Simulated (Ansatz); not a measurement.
```yaml
crystal:
  periodic: [false, false, false]
  atoms:
    - {symbol: N, position_ang: [-0.069913, 0.249466, 0.110932]}
    - {symbol: H, position_ang: [0.490471, -0.301815, 0.749177]}
    - {symbol: H, position_ang: [-0.887479, -0.301945, -0.118911]}
    - {symbol: H, position_ang: [0.466922, 0.354284, -0.741198]}
basis:
  gaussian: {orbitals: "6-31G*", point_charges: [{charge: 0.50, position_ang: [4.140, -0.467, -0.421]}]}
hamiltonian: {xc: {name: HF}}
correlation: {active_space: {window: {electrons: 40, orbitals: 30}}}
accuracy: high
output: {forces: true}
```

```sh
$ ansatz run in.yaml --threads 2 --pin off --events-out ev --progress --plain --max-ram 32768MiB --backend cpu
```

It prints (some lines left out):

```
Functional definition: HF
404 factors; integrals over basis functions are off by at most 3.7e-9 eV
mean field evaluation 1: about -1527.4082 eV, gradient 2.6e1 eV
mean field evaluation 2: about -1527.4075 eV, gradient 2.6e1 eV
mean field evaluation 4: about -1528.7736 eV, gradient 1.5e0 eV
mean field evaluation 8: about -1528.7806 eV, gradient 6.0e-3 eV
mean field -1528.78060060 eV, -56.1816508272 hartree, gradient 2.5e-8 eV, S^2 0.000000; 0 other end points of the search recorded, 0 dependent functions left out
reference -1528.78060060 eV, -56.1816508272 hartree; 5, 5 occupied and 16, 16 virtual orbitals, 404 factors
Error: 40 electrons in 30 orbitals form no window around the highest filled level of the reference
```

Something in this input is off. What?

The active space doesn't fit the electrons. The run stopped with an error.
